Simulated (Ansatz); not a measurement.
Computed with Ansatz on PBE0-D4/def2-TZVP structures; ΔE is electronic, products minus reactants. CCSD(T)/CBS is the MP2 limit (def2-TZVPP, def2-QZVPP) plus CCSD(T) − MP2 in def2-TZVPP, frozen cores. This one scheme is used for every species. Functionals use def2-TZVPP. B3LYP here is the variant with VWN-RPA as its local correlation; programs differ in this. HSE06 is defined as in plane-wave codes. Each species was taken in one conformer, which may not be the lowest.

Reaction (substitution at a C–S bond): `C#CSS` + H–F → `C#CF` + `SS`

Is it downhill or uphill in electronic energy at CCSD(T)/CBS, and by how much? (Estimate.)

The calculation gave: Uphill: ΔE = +1.17 eV.

What do these levels give: LDA (SPW92), PBE0-D4, B3LYP-D4, r2SCAN0-D4, HSE06-D4, ωB97X-V, ωB97M-V, r2SCAN, PBE0, HSE06, MP2/CBS(def2), CCSD/CBS(def2)? (Estimate.)

Computed: LDA (SPW92) 1.01, PBE0-D4 1.07, B3LYP-D4 1.06, r2SCAN0-D4 1.08, HSE06-D4 1.07, ωB97X-V 0.96, ωB97M-V 1.00, r2SCAN 1.07, PBE0 1.02, HSE06 1.03, MP2/CBS(def2) 1.34, CCSD/CBS(def2) 1.11 eV.

What do rigid-rotor, harmonic-oscillator terms from PBE0-D4/def2-TZVP frequencies (298.15 K, 1 bar) make of the CCSD(T)/CBS value? (An estimate is asked.)

The calculation gave: ΔZPE = +0.01 eV, ΔH = +1.15 eV, ΔS = 0 J/(mol·K), ΔG = +1.15 eV.

Largest T1 diagnostic among the species: 0.014.

The D4 term adds +0.08 eV with B3LYP and +0.04 eV with PBE0; it sums over pairs of atoms, weighted by their polarisabilities, and B3LYP, whose exchange is more repulsive, gets the larger term. In def2-TZVPP, CCSD(T) changes the Hartree–Fock value by +0.25 eV (the triples alone add +0.06 eV) and MP2 by +0.42 eV.
